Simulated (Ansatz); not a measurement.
Reaction (SMILES): S=C=S → C atom + 2 S atom
B3LYP-D3(BJ)/def2-TZVP geometries, fixed; electronic energies without zero-point terms.
Largest species:
```
C
S 1 1.5527
S 1 1.5527 2 180.00
```
Charge 0, spin multiplicity 1.

Effect of a fitting basis named in the input at r2SCAN/cc-pV(T+d)Z with Ansatz (an electronic-structure program), against the last row, where the atomisation energy is 288.61 kcal/mol. Open shells are unrestricted. The default fits or decomposes integrals by the program's own choice; accuracy: high also tightens integrals, grids and stops.

| setting | largest shift of a total energy (mEh) | shift of the atomisation energy (kcal/mol) |
|---|---|---|
| fitting: def2-SV(P)-JKFIT | -0.036 | -0.035 |
| fitting: def2-universal-JKFIT | -0.036 | -0.035 |
| fitting: cc-pVTZ-JKFIT | -0.011 | 0.001 |
| fitting: cc-pVQZ-JKFIT | -0.008 | -0.001 |
| fitting: cc-pV5Z-JKFIT | -0.007 | -0.002 |
| fitting: def2-universal-JFIT | -0.053 | 0.005 |
| accuracy: high | 0.002 | 0.000 |
| accuracy: medium (default) | 0.000 | 0.000 |

Within 0.02 kcal/mol in the atomisation energy: fitting: cc-pVTZ-JKFIT; fitting: cc-pVQZ-JKFIT; fitting: cc-pV5Z-JKFIT; fitting: def2-universal-JFIT; accuracy: high. The largest shift is 0.053 mEh in a total energy and 0.035 kcal/mol in the difference.
